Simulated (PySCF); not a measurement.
The scaffold HS-X carries different groups X. Gas-phase values, no solvent. One relaxed conformer stands for each flexible species; it need not be the lowest. Strings in code marks are SMILES.

Calculation: PySCF with B3LYP-D3(BJ)/def2-TZVP. All candidates: neutral, multiplicity 1. B3LYP has the VWN-RPA correlation part, as in Gaussian. Excitations are Tamm–Dancoff values on a coarser integration grid. The basis has no diffuse functions, so Rydberg states are missing or too high.

```json
{
  "HOMO–LUMO gap": "6.74 eV",
  "S1 excitation (TDA)": "5.39 eV",
  "HOMO": "-6.54 eV"
}
```

Question: Say which member has these values.
A. `CS`
B. `F[Si](F)(F)S`
C. `OCS` (H–O–C–S torsion 52°, O–C–S–H torsion 65°)
D. `[AlH2][SH]`

Answer: A, `CS`. The others give `F[Si](F)(F)S`: 7.83 eV, 6.40 eV, -8.27 eV; `[AlH2][SH]`: 5.96 eV, 5.42 eV, -7.57 eV; `OCS` (H–O–C–S torsion 52°, O–C–S–H torsion 65°): 7.00 eV, 5.64 eV, -6.98 eV
